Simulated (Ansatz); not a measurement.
# SiH3+ (singlet): the correlation ladder, cc-pVDZ

An exercise on one series of results from a longer session: the logs are not shown, and one member is left open.

The runs use Ansatz 0.2.0, Gaussian basis; cc-pVDZ, core rule «outside noble gas», up to 5 orbitals frozen.

The runs, in order: UHF; CCSD(T) on RHF; BCCD(T) on RHF; CISD; CCSDT(Q) on RHF; CCSDTQ on RHF; Full CI.

17 further runs of the same task are left out: 2 for a known fault of the program, 6 that didn't finish, 9 set aside as unsound or not needed.

### The system

The geometry is a PBE0/def2-TZVP stationary point (not a proven minimum) of the parent state, kept for this charge and spin.

4 atoms, charge 1, spin multiplicity 1.

Atoms are counted from 1 here; the program's logs count them from 0.

Bond lengths: Si1–H2 1.486 Å, Si1–H3 1.486 Å, Si1–H4 1.486 Å. Angles: H2–Si1–H3 111.3°, H2–Si1–H4 111.3°, H3–Si1–H4 111.3°.

Set-up of the first run:

in.yaml

```yaml
crystal:
  periodic: [false, false, false]
  atoms:
    - {symbol: Si, position_ang: [0.000090, -0.000062, -0.043737]}
    - {symbol: H, position_ang: [1.415348, 0.014593, 0.409118]}
    - {symbol: H, position_ang: [-0.721058, 1.220018, 0.403029]}
    - {symbol: H, position_ang: [-0.696788, -1.232882, 0.406559]}
basis:
  gaussian: {orbitals: cc-pVDZ}
total_charge: 1
magnetization: {spin_polarized: true, initial_magnetization: 0}
hamiltonian: {xc: hf}
output: {orbitals: {seedname: orbitals}}
```

Started as:

```
> ansatz run in.yaml --threads 1 --pin off --events-out ev --progress --plain --max-ram 2393MiB
```

Steps of the session up to this table: UHF; CCSD(T) on RHF; BCCD(T) on RHF; CISD; CCSDT(Q) on RHF; CCSDTQ on RHF; Full CI.

One of the session's tables, all rows but one given; the rest of the session is left out.

```
   method  from FCI (kcal/mol)
      RHF               +71.84
     RMP2                    ?
     CISD                +3.95
    RCCSD                +1.47
 RCCSD(T)                +0.36
  BCCD(T)                +0.36
   RCCSDT                +0.02
RCCSDT(Q)                 0.00
  RCCSDTQ                 0.00
      FCI                    0
```

Q: Estimate the row for RMP2 from the others.

**Answer.** from FCI (kcal/mol): +17.83. In the column «from FCI (kcal/mol)» it lies between CISD (+3.95) and RHF (+71.84).
